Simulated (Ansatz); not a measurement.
# CH4Si+ (quartet): the correlation ladder, cc-pVDZ

How much of the correlation energy of CH4Si+ (quartet) does each wave-function method recover here?

The runs use Ansatz 0.2.0, Gaussian basis; cc-pVDZ, core rule «outside noble gas», up to 6 orbitals frozen.

Plan: UHF; CCSD(T) on ROHF; CCSD(T) on UHF; BCCD(T) on ROHF; CISD as a restricted active space (open shells left free, so some higher excitations enter); CCSDT(Q) on ROHF; CCSDT(Q) on UHF.

17 further runs of the same task are left out: 4 that didn't finish, 13 set aside as unsound or not needed. Runs told in other sessions of the task aren't counted.

### 1 The system

The geometry is a PBE0/def2-TZVP stationary point (not a proven minimum) of the parent state, kept for this charge and spin.

6 atoms, charge 1, spin multiplicity 4.

Atoms are counted from 1 here; the program's logs count them from 0.

Bond lengths: Si1–C2 1.885 Å, Si1–H3 1.491 Å, C2–H4 1.091 Å, C2–H5 1.093 Å, C2–H6 1.093 Å. Angles: C2–Si1–H3 119.0°, Si1–C2–H4 109.8°, Si1–C2–H5 110.6°, Si1–C2–H6 110.6°, H4–C2–H5 108.2°, H4–C2–H6 108.2°, H5–C2–H6 109.3°.

### 2 UHF

The input, in.yaml:

```yaml
crystal:
  periodic: [false, false, false]
  atoms:
    - {symbol: Si, position_ang: [0.000000, -0.086402, 0.646481]}
    - {symbol: C, position_ang: [0.000000, 0.079187, -1.230736]}
    - {symbol: H, position_ang: [0.000000, 1.148798, 1.480897]}
    - {symbol: H, position_ang: [0.000000, -0.911108, -1.689492]}
    - {symbol: H, position_ang: [0.890815, 0.613122, -1.569773]}
    - {symbol: H, position_ang: [-0.890815, 0.613122, -1.569773]}
basis:
  gaussian: {orbitals: cc-pVDZ}
total_charge: 1
magnetization: {spin_polarized: true, initial_magnetization: 3}
hamiltonian: {xc: hf}
output: {orbitals: {seedname: orbitals}}
```

On the command line:

```console
ansatz run in.yaml --threads 1 --pin off --events-out ev --progress --plain --max-ram 2393MiB
```

The runs that follow: CCSD(T) on ROHF; CCSD(T) on UHF; BCCD(T) on ROHF; CISD as a restricted active space (open shells left free, so some higher excitations enter); CCSDT(Q) on ROHF; CCSDT(Q) on UHF.

Q: Predict the results of all the runs planned. Wanted: UCCSDT(Q) from the RHF energy; RMP2 from UCCSDT(Q); UMP2 from UCCSDT(Q); RCCSD from UCCSDT(Q); RCCSD(T) from UCCSDT(Q); UCCSD(T) from UCCSDT(Q); RCCSDT(Q) from UCCSDT(Q); T1 diagnostic.

**Answer**, as computed:

```
                         quantity                                                   value
    UCCSDT(Q) from the ROHF energy                                              -6.5012 eV
              RMP2 from UCCSDT(Q)                                             +1296.9 meV
              UMP2 from UCCSDT(Q)                                             +1265.9 meV
             RCCSD from UCCSDT(Q)                                              +218.2 meV
          RCCSD(T) from UCCSDT(Q)                                               +40.6 meV
          UCCSD(T) from UCCSDT(Q)                                               +39.7 meV
         RCCSDT(Q) from UCCSDT(Q)                                                +1.3 meV
levels within 1 kcal/mol (43 meV)  RCCSD(T), UCCSD(T), BCCD(T), RCCSDT, UCCSDT, RCCSDT(Q)
                    T1 diagnostic                                                   0.042
```

What this shows: RCCSD(T) misses by +40.6 meV, 0.6 % of the correlation energy. These misses are within one basis, not against nature; the frozen cores of restricted and unrestricted runs differ, which can shift their rows.

With open shells the CI space here admits some higher excitations, so it is larger than plain CISD.
